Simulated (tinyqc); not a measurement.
Inside a calculation. Method: RKS/exchange-only LDA in the sto-6g basis, for BH2+, spin multiplicity 1. One step of it, computed by the program tinyqc.

Problem. Iteration 1: building the Kohn-Sham matrix. J_ij = sum D_kl (ij|kl); F = H + J + V_xc; E = tr D H + tr D J / 2 + E_xc + E_nn.

D at the start:
```
            1B 1s      1B 2s    1B 2px     1B 2py     1B 2pz      2H 1s      3H 1s
1B 1s    2.144041  -0.562832  0.000000   0.000000  -0.215796   0.065417   0.065417
1B 2s   -0.562832   2.147156  0.000000   0.000000   0.912967  -0.205223  -0.205223
1B 2px   0.000000   0.000000  0.000000   0.000000   0.000000   0.000000   0.000000
1B 2py   0.000000   0.000000  0.000000   2.453019   0.000000  -0.295202   0.295202
1B 2pz  -0.215796   0.912967  0.000000   0.000000   0.388469  -0.087123  -0.087123
2H 1s    0.065417  -0.205223  0.000000  -0.295202  -0.087123   0.055208  -0.015843
3H 1s    0.065417  -0.205223  0.000000   0.295202  -0.087123  -0.015843   0.055208
```

core Hamiltonian H = T + V (hartree):
```
             1B 1s      1B 2s     1B 2px     1B 2py     1B 2pz      2H 1s      3H 1s
1B 1s   -13.308544  -3.306951   0.000000   0.000000  -0.014301  -0.804569  -0.804569
1B 2s    -3.306951  -4.212864   0.000000   0.000000  -0.120441  -1.770365  -1.770365
1B 2px    0.000000   0.000000  -3.385434   0.000000   0.000000   0.000000   0.000000
1B 2py    0.000000   0.000000   0.000000  -3.581044   0.000000  -1.485345   1.485345
1B 2pz   -0.014301  -0.120441   0.000000   0.000000  -3.420059  -0.645877  -0.645877
2H 1s    -0.804569  -1.770365   0.000000  -1.485345  -0.645877  -2.838647  -0.326590
3H 1s    -0.804569  -1.770365   0.000000   1.485345  -0.645877  -0.326590  -2.838647
```

Two-electron integrals (ij|kl) in chemists' order, unique and non-zero (hartree):
```
(11|11) 2.924993    (21|11) 0.480756    (21|21) 0.099484    (22|11) 0.743449
(22|21) 0.188967    (22|22) 0.544922    (31|31) 0.021096    (32|31) 0.030854
(32|32) 0.120443    (33|11) 0.743450    (33|21) 0.188967    (33|22) 0.544922
(33|33) 0.587109    (41|41) 0.021096    (42|41) 0.030854    (42|42) 0.120443
(43|43) 0.031641    (44|11) 0.743450    (44|21) 0.188967    (44|22) 0.544922
(44|33) 0.523827    (44|44) 0.587109    (51|51) 0.021096    (52|51) 0.030854
(52|52) 0.120443    (53|53) 0.031641    (54|54) 0.031641    (55|11) 0.743450
(55|21) 0.188967    (55|22) 0.544922    (55|33) 0.523827    (55|44) 0.523827
(55|55) 0.587109    (61|11) 0.120483    (61|21) 0.024131    (61|22) 0.045379
(61|33) 0.045131    (61|41) 0.001746    (61|42) 0.003310    (61|44) 0.045762
(61|51) 0.000734    (61|52) 0.001393    (61|54) 0.000266    (61|55) 0.045243
(61|61) 0.006073    (62|11) 0.271237    (62|21) 0.070009    (62|22) 0.220082
(62|33) 0.214010    (62|41) 0.007549    (62|42) 0.043350    (62|44) 0.229486
(62|51) 0.003176    (62|52) 0.018238    (62|54) 0.006511    (62|55) 0.216749
(62|61) 0.017988    (62|62) 0.120187    (63|31) 0.007575    (63|32) 0.033816
(63|43) 0.008246    (63|53) 0.003470    (63|63) 0.013694    (64|11) 0.230075
(64|21) 0.060260    (64|22) 0.199565    (64|33) 0.189026    (64|41) 0.013161
(64|42) 0.069717    (64|44) 0.218367    (64|51) 0.002350    (64|52) 0.015104
(64|54) 0.008875    (64|55) 0.191300    (64|61) 0.016326    (64|62) 0.127735
(64|64) 0.146610    (65|11) 0.096799    (65|21) 0.025353    (65|22) 0.083962
(65|33) 0.079528    (65|41) 0.002350    (65|42) 0.015104    (65|44) 0.084934
(65|51) 0.008563    (65|52) 0.040171    (65|54) 0.010521    (65|55) 0.087424
(65|61) 0.006869    (65|62) 0.053741    (65|64) 0.055921    (65|65) 0.037222
(66|11) 0.426059    (66|21) 0.112322    (66|22) 0.397078    (66|33) 0.373440
(66|41) 0.015220    (66|42) 0.113654    (66|44) 0.433689    (66|51) 0.006403
(66|52) 0.047817    (66|54) 0.025349    (66|55) 0.384105    (66|61) 0.029639
(66|62) 0.273126    (66|64) 0.316298    (66|65) 0.133075    (66|66) 0.774999
(71|11) 0.120483    (71|21) 0.024131    (71|22) 0.045379    (71|33) 0.045131
(71|41) -0.001746   (71|42) -0.003310   (71|44) 0.045762    (71|51) 0.000734
(71|52) 0.001393    (71|54) -0.000266   (71|55) 0.045243    (71|61) 0.005756
(71|62) 0.016133    (71|64) 0.013186    (71|65) 0.006169    (71|66) 0.025598
(71|71) 0.006073    (72|11) 0.271237    (72|21) 0.070009    (72|22) 0.220082
(72|33) 0.214010    (72|41) -0.007549   (72|42) -0.043350   (72|44) 0.229486
(72|51) 0.003176    (72|52) 0.018238    (72|54) -0.006511   (72|55) 0.216749
(72|61) 0.016133    (72|62) 0.077888    (72|64) 0.061569    (72|65) 0.033966
(72|66) 0.134456    (72|71) 0.017988    (72|72) 0.120187    (73|31) 0.007575
(73|32) 0.033816    (73|43) -0.008246   (73|53) 0.003470    (73|63) 0.007968
(73|73) 0.013694    (74|11) -0.230075   (74|21) -0.060260   (74|22) -0.199565
(74|33) -0.189026   (74|41) 0.013161    (74|42) 0.069717    (74|44) -0.218367
(74|51) -0.002350   (74|52) -0.015104   (74|54) 0.008875    (74|55) -0.191300
(74|61) -0.013186   (74|62) -0.061569   (74|64) -0.042323   (74|65) -0.026360
(74|66) -0.101064   (74|71) -0.016326   (74|72) -0.127735   (74|74) 0.146610
(75|11) 0.096799    (75|21) 0.025353    (75|22) 0.083962    (75|33) 0.079528
(75|41) -0.002350   (75|42) -0.015104   (75|44) 0.084934    (75|51) 0.008563
(75|52) 0.040171    (75|54) -0.010521   (75|55) 0.087424    (75|61) 0.006169
(75|62) 0.033966    (75|64) 0.026360    (75|65) 0.022443    (75|66) 0.061284
(75|71) 0.006869    (75|72) 0.053741    (75|74) -0.055921   (75|75) 0.037222
(76|11) 0.046702    (76|21) 0.011989    (76|22) 0.037495    (76|33) 0.036607
(76|44) 0.038078    (76|51) 0.000951    (76|52) 0.005325    (76|55) 0.037800
(76|61) 0.002936    (76|62) 0.016922    (76|64) 0.015786    (76|65) 0.008256
(76|66) 0.034182    (76|71) 0.002936    (76|72) 0.016922    (76|74) -0.015786
(76|75) 0.008256    (76|76) 0.002983    (77|11) 0.426059    (77|21) 0.112322
(77|22) 0.397078    (77|33) 0.373440    (77|41) -0.015220   (77|42) -0.113654
(77|44) 0.433689    (77|51) 0.006403    (77|52) 0.047817    (77|54) -0.025349
(77|55) 0.384105    (77|61) 0.025598    (77|62) 0.134456    (77|64) 0.101064
(77|65) 0.061284    (77|66) 0.234036    (77|71) 0.029639    (77|72) 0.273126
(77|74) -0.316298   (77|75) 0.133075    (77|76) 0.034182    (77|77) 0.774999
```

nuclear repulsion = 4.55468739 hartree

V_xc (hartree):
```
            1B 1s      1B 2s     1B 2px     1B 2py     1B 2pz      2H 1s      3H 1s
1B 1s   -1.725296  -0.246300   0.000000   0.000000  -0.009741  -0.064712  -0.064712
1B 2s   -0.246300  -0.401233   0.000000   0.000000  -0.056881  -0.156813  -0.156813
1B 2px   0.000000   0.000000  -0.378796   0.000000   0.000000   0.000000   0.000000
1B 2py   0.000000   0.000000   0.000000  -0.443707   0.000000  -0.137968   0.137968
1B 2pz  -0.009741  -0.056881   0.000000   0.000000  -0.381270  -0.069282  -0.069282
2H 1s   -0.064712  -0.156813   0.000000  -0.137968  -0.069282  -0.221416  -0.027502
3H 1s   -0.064712  -0.156813   0.000000   0.137968  -0.069282  -0.027502  -0.221416
```

E_xc = sum of w rho eps_xc = -4.00820913 hartree

Give: Coulomb J; Kohn-Sham matrix F; total energy of this density.

Solution.

Coulomb J (hartree):
```
        1B 1s  1B 2s  1B 2px  1B 2py  1B 2pz  2H 1s   3H 1s
1B 1s   8.988  1.742   0.000   0.000   0.040  0.431   0.431
1B 2s   1.742  3.709   0.000   0.000   0.165  1.472   1.472
1B 2px  0.000  0.000   3.665   0.000   0.000  0.000   0.000
1B 2py  0.000  0.000   0.000   3.778   0.000  1.313  -1.313
1B 2pz  0.040  0.165   0.000   0.000   3.683  0.588   0.588
2H 1s   0.431  1.472   0.000   1.313   0.588  2.552   0.254
3H 1s   0.431  1.472   0.000  -1.313   0.588  0.254   2.552
```

Kohn-Sham matrix F (hartree):
```
         1B 1s   1B 2s  1B 2px  1B 2py  1B 2pz   2H 1s   3H 1s
1B 1s   -6.046  -1.811   0.000   0.000   0.016  -0.438  -0.438
1B 2s   -1.811  -0.905   0.000   0.000  -0.012  -0.455  -0.455
1B 2px   0.000   0.000  -0.099   0.000   0.000   0.000   0.000
1B 2py   0.000   0.000   0.000  -0.247   0.000  -0.310   0.310
1B 2pz   0.016  -0.012   0.000   0.000  -0.118  -0.127  -0.127
2H 1s   -0.438  -0.455   0.000  -0.310  -0.127  -0.509  -0.101
3H 1s   -0.438  -0.455   0.000   0.310  -0.127  -0.101  -0.509
```

total energy of this density = -23.88038 hartree
